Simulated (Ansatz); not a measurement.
# BClH₂O (built from SMILES OBCl): functionals against CCSD(T) at one geometry

Aim: energy, forces and dipole at a displaced guess of a reacting structure, from CCSD(T) and from density functionals.

Computed with Ansatz 0.2.0, Gaussian basis. Level: single points in def2-TZVPP.

Correlated methods freeze the cores.

### Step 1. Starting geometry

5 atoms, charge 0, spin multiplicity 1.

Atoms are counted from 1 here; the program's logs count them from 0.

Bond lengths: B1–O3 1.338 Å, B1–H4 1.339 Å, B1–Cl5 1.752 Å, O3–H4 1.203 Å. Angles: O3–B1–H4 53.4°, O3–B1–Cl5 146.2°, H4–B1–Cl5 159.5°, B1–O3–H4 63.3°, B1–H4–O3 63.2°.

Coordinates:

```mol
BClH2O
  3D, bonds by distance, orders not assigned

  5  4  0  0  0  0  0  0  0  0999 V2000
   -0.1599    0.1863   -0.3222 B   0  0
    0.5783   -0.0995    1.2010 H   0  0
   -0.5492   -1.0933   -0.3124 O   0  0
    0.0968   -0.7183    0.6310 H   0  0
   -0.3017    1.7454   -1.1093 Cl  0  0
  1  3  8  0
  1  4  8  0
  1  5  8  0
  3  4  8  0
M  END
```

### Step 2. CCSD(T)/def2-TZVPP

File run/in.yaml:

```yaml
crystal:
  periodic: [false, false, false]
  atoms:
    - {symbol: B, position_ang: [-0.159900, 0.186300, -0.322200]}
    - {symbol: H, position_ang: [0.578300, -0.099500, 1.201000]}
    - {symbol: O, position_ang: [-0.549200, -1.093300, -0.312400]}
    - {symbol: H, position_ang: [0.096800, -0.718300, 0.631000]}
    - {symbol: Cl, position_ang: [-0.301700, 1.745400, -1.109300]}
basis:
  gaussian: {orbitals: def2-TZVPP}
correlation: {method: ccsd_t}
output: {forces: true}
```

No record of the launch command was kept for these runs.

### Step 3. PBE0-D4/def2-TZVPP

Edit run/in.yaml of step 2 so:

```diff
@@ -10,3 +10,3 @@
   gaussian: {orbitals: def2-TZVPP}
-correlation: {method: ccsd_t}
-output: {forces: true}
+hamiltonian: {xc: pbe0, dispersion: d4}
+output: {forces: true, orbitals: {seedname: orbitals}}
```

### Step 4. wB97M-V/def2-TZVPP

Edit run/in.yaml of step 3 so:

```diff
@@ -10,3 +10,3 @@
   gaussian: {orbitals: def2-TZVPP}
-hamiltonian: {xc: pbe0, dispersion: d4}
-output: {forces: true, orbitals: {seedname: orbitals}}
+hamiltonian: {xc: {name: wB97M-V}}
+output: {forces: true}
```

### Step 5. r2SCAN-D4/def2-TZVPP

Edit run/in.yaml of step 4 so:

```diff
@@ -10,3 +10,3 @@
   gaussian: {orbitals: def2-TZVPP}
-hamiltonian: {xc: {name: wB97M-V}}
+hamiltonian: {xc: r2scan, dispersion: d4}
 output: {forces: true}
```

### Step 6. PBE-D4/def2-TZVPP

Edit run/in.yaml of step 5 so:

```diff
@@ -10,3 +10,3 @@
   gaussian: {orbitals: def2-TZVPP}
-hamiltonian: {xc: r2scan, dispersion: d4}
+hamiltonian: {xc: pbe, dispersion: d4}
 output: {forces: true}
```

### Step 7. BHLYP-D4/def2-TZVPP

Edit run/in.yaml of step 6 so:

```diff
@@ -10,3 +10,3 @@
   gaussian: {orbitals: def2-TZVPP}
-hamiltonian: {xc: pbe, dispersion: d4}
+hamiltonian: {xc: {name: BHLYP}, dispersion: d4}
 output: {forces: true}
```

### Step 8. wB97X-V/def2-TZVPP

Edit run/in.yaml of step 7 so:

```diff
@@ -10,3 +10,3 @@
   gaussian: {orbitals: def2-TZVPP}
-hamiltonian: {xc: {name: BHLYP}, dispersion: d4}
+hamiltonian: {xc: {name: wB97X-V}}
 output: {forces: true}
```

(Steps that only read results are left out.)

Before running it: what results should come out? Wanted: energy less free atoms, CCSD(T)/def2-TZVPP; RMS force component; RMS force error; HOMO and LUMO, PBE0-D4; T1 diagnostic.

The runs gave:

| quantity | value |
| --- | --- |
| energy less free atoms, CCSD(T)/def2-TZVPP | -15.603 eV |
| RMS force component | 1.035 to 1.492 eV/Å over the methods |
| RMS force error | PBE0-D4 0.190, wB97M-V 0.216, r2SCAN-D4 0.096, PBE-D4 0.174, BHLYP-D4 0.511, wB97X-V 0.171 eV/Å |
| HOMO and LUMO, PBE0-D4 | -8.27 and -1.12 eV |
| T1 diagnostic | 0.017 |

Against CCSD(T) the functionals' energies less atoms differ by -1.411 to +0.471 eV, PBE-D4 by -1.411 eV. A larger basis would deepen the CCSD(T) value, while the functionals are nearly converged already, so the order here is not reliable. On forces the order runs from r2SCAN-D4 to BHLYP-D4. Frozen-core CCSD(T) forces in triple zeta carry basis errors of their own, and this is one geometry, so small gaps rank nothing.
